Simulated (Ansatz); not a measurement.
# CHAlO (triplet): the correlation ladder, cc-pVDZ

The task here is to estimate one member of a computed series from the others.

The runs use Ansatz 0.2.0, Gaussian basis; cc-pVDZ, core rule «outside noble gas», up to 7 orbitals frozen.

To be run: UHF; CCSD(T) on ROHF; CCSD(T) on UHF; BCCD(T) on ROHF; CISD as a restricted active space (open shells left free, so some higher excitations enter); CCSDT(Q) on ROHF; CCSDT(Q) on UHF.

24 further runs of the same task are left out: 5 that didn't finish, 19 set aside as unsound or not needed. Runs told in other sessions of the task aren't counted.

## The system

The geometry is a PBE0/def2-TZVP stationary point (not a proven minimum).

4 atoms, charge 0, spin multiplicity 3.

Atoms are counted from 1 here; the program's logs count them from 0.

Bond lengths: Al1–C2 1.933 Å, C2–O3 1.306 Å, O3–H4 0.968 Å. Angles: Al1–C2–O3 167.9°, C2–O3–H4 112.4°.

Set-up of the first run:

Contents of in.yaml:

```yaml
crystal:
  periodic: [false, false, false]
  atoms:
    - {symbol: Al, position_ang: [0.000001, -0.162615, 2.220099]}
    - {symbol: C, position_ang: [-0.000032, -0.075678, 0.288964]}
    - {symbol: O, position_ang: [0.000003, -0.291771, -0.998684]}
    - {symbol: H, position_ang: [0.000028, 0.530064, -1.510380]}
basis:
  gaussian: {orbitals: cc-pVDZ}
magnetization: {spin_polarized: true, initial_magnetization: 2}
hamiltonian: {xc: hf}
output: {orbitals: {seedname: orbitals}}
```

On the command line:

```
$ ansatz run in.yaml --threads 1 --pin off --events-out ev --progress --plain --max-ram 2393MiB
```

Among the steps run: UHF; CCSD(T) on ROHF; CCSD(T) on UHF; BCCD(T) on ROHF; CISD as a restricted active space (open shells left free, so some higher excitations enter); CCSDT(Q) on ROHF; CCSDT(Q) on UHF.

One table of the session follows, with a row left open; its other results are not shown here.

```
   method  from UCCSDT(Q) (kJ/mol)
     ROHF                   +972.4
      UHF                   +952.1
     RMP2                   +115.1
     UMP2                   +120.7
     CISD                   +129.8
    RCCSD                    +34.2
    UCCSD                    +33.8
 RCCSD(T)                     +6.2
 UCCSD(T)                     +6.3
  BCCD(T)                     +5.9
   RCCSDT                     +2.8
   UCCSDT                     +2.7
RCCSDT(Q)                        ?
UCCSDT(Q)                        0
```

**Question.** Estimate the row for RCCSDT(Q).

As computed: from UCCSDT(Q) (kJ/mol): +0.4. In the column «from UCCSDT(Q) (kJ/mol)» it lies between UCCSDT(Q) (0) and UCCSDT (+2.7).

With the free atoms at the same levels and basis (separate runs), the atomisation energy is 11.114 eV at UCCSDT(Q), 11.077 eV at RCCSD(T), 11.073 eV at UCCSD(T), 7.904 eV at ROHF.

To keep in mind: Restricted and unrestricted rows rest on different reference determinants; a gap between their highest levels can come from leftover correlation error, from unlike frozen cores or from another state.
